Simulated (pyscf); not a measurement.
Optimised with ωB97X-D3(BJ)/def2-SVP in PySCF.

Question: Estimate the classical barrier height and the reaction energy of HO–Cd–SH + H₂O → HO–Cd–OH + H₂S at ωB97M-D3(BJ)/def2-TZVP. The step runs on the singlet surface, breaks Cd–S, H–O and forms Cd–O, H–S; take the separated reactants as zero.

Answer: ΔE‡ = 17.0 kcal/mol, ΔE = +21.0 kcal/mol. Zero-point energy shifts the barrier by -1.0 kcal/mol. It is a four-centre exchange, with an imaginary mode of 495i cm⁻¹. On the reactant side the descent ends in a bound adduct, 10.6 kcal/mol under the separated species and 26.8 kcal/mol under the saddle at ωB97X-D3(BJ)/def2-TZVP. On the product side the descent ends in an adduct with a Cd–S contact, 11.0 kcal/mol under the separated species and 4.0 kcal/mol under the saddle at ωB97X-D3(BJ)/def2-TZVP. At ωB97M-D3(BJ) the saddle lies under the separated products, which points to a path from their complex (located at ωB97X-D3(BJ) alone), and parting the products costs more than the saddle. What is counted as broken (Cd–S) persists as a longer contact in the product adduct; parting that adduct is a step of its own. One saddle was located; it need not be the lowest between these sides. Elements past Kr carry the def2 core potentials, without spin-orbit coupling.
